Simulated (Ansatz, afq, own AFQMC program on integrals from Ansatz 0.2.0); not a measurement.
SiH₂O, singlet: a scan with AFQMC

```xyz
4

Si    0.0000   -0.1186    0.6062
O     0.0000    0.1621   -1.0273
H     0.0000    1.3666    0.9807
H     0.0000   -0.6354   -1.5633
```

The angle O2–Si1–H3 is changed with bond lengths fixed. Energies in kJ/mol count from this geometry (94.404 °) at the same level; the start stands on RHF, each point on the determinant named.

Basis cc-pVDZ. Only valence electrons are correlated. Integrals, coupled cluster, full CI and functionals: Ansatz 0.2.0; the random walks run on the same integrals in our own AFQMC program. The CISD trial takes its coefficients from CCSD amplitudes. Released means that phaseless walkers are propagated on without the constraint, phases kept. Error bars are statistical, one sigma.

Cautions, each for one point or more: higher spins were not checked; raised T1 diagnostic; restricted determinant unstable towards unrestricted.

| angle O2–Si1–H3 / ° | det. | T1 | weight | CCSD(T) | ph-AFQMC/CISD | released AFQMC | CCSDT(Q) | HF | CCSD |
| --- | --- | --- | --- | --- | --- | --- | --- | --- | --- |
| 70.200 | RHF | 0.019 | 0.87 | 70.2 | 69.3 ± 2.3 | 66.2 ± 3.4* | 70.0 | 82.8 | 71.5 |
| 86.500 | RHF | 0.018 | 0.88 | 7.1 | 6.7 ± 2.2 | 7.5 ± 2.8* | 7.1 | 9.4 | 7.3 |
| 105.100 | RHF | 0.018 | 0.88 | 9.1 | 4.7 ± 3.3 | 6.9 ± 2.7* | 9.1 | 7.9 | 9.0 |
| 120.900 | RHF | 0.018 | 0.88 | 55.3 | 54.2 ± 2.3 | 49.1 ± 3.3* | 55.1 | 55.6 | 55.5 |
| 138.100 | RHF | 0.018 | 0.87 | 141.7 | 140.1 ± 2.5 | 133.4 ± 4.0* | 141.2 | 148.4 | 142.9 |
| 157.400 | RHF | 0.021 | 0.86 | 274.4 | 275.1 ± 2.3 | 268.5 ± 3.5* | 272.6 | 295.1 | 278.1 |

Weight is that of the determinant in the CISD state; at the start T1 is 0.018 and the weight 0.88. An asterisk marks released energies that aren't shown to be converged. Largest departures from CCSDT(Q), at the points where its series has closed: CCSD(T) 1.8 kJ/mol at 157.400 (on RHF), ph-AFQMC/CISD -4.3 kJ/mol at 105.100 (on RHF) (within the noise), HF 22.5 kJ/mol at 157.400 (on RHF), CCSD 5.5 kJ/mol at 157.400 (on RHF).

Some points may be missing: those where a free walk finds a much lower state, and past Zn most of those on another determinant than at the start.

CCSDT and higher add their correlation energy to the determinant of the CCSD(T) run, since their own runs factorise the integrals more tightly (a shift of under 2 meV). A walk keeps the symmetry of its determinant, which the program's search chose and which needn't be the lowest solution, so a lower state of the same spin and another symmetry isn't excluded.
